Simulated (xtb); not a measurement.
xtb input:

```bash
xtb mol.xyz --gfnff --opt tight --chrg 0 --uhf 0
```
mol.xyz:
```
6

C     -0.00121882    -0.00583875     0.66227812
C      0.00121882     0.00583875    -0.66227812
H      0.01665750     0.91035156     1.24013365
H     -0.02119201    -0.93207417     1.22382087
H      0.02119201     0.93207417    -1.22382087
H     -0.01665750    -0.91035156    -1.24013365
```

### Question
Predict the final energy.

### Answer
-0.95841 Eh (GFN-FF).
